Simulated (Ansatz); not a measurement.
A calculation with Ansatz (development build ahead of 0.2.0).

```yaml
crystal:
  periodic: [false, false, false]
  atoms:
    - { symbol: P, position_ang: [0.0, 0.0, 0.0] }
    - { symbol: S, position_ang: [1.27283, 1.69711, 3.67435] }
basis:
  gaussian: { orbitals: STO-3G }
total_charge: -1
hamiltonian:
  xc: hf
correlation:
  method: fci
  frozen_orbitals: { P: 5, S: 5 }
```

The input is written out in the form of the current development build from the run's settings.

The run gave:

```yaml
Converged: yes
Total_energy: -729.66830 hartree
State: lowest singlet root, of any spatial symmetry
```

Caution: no diffuse functions for an anion.
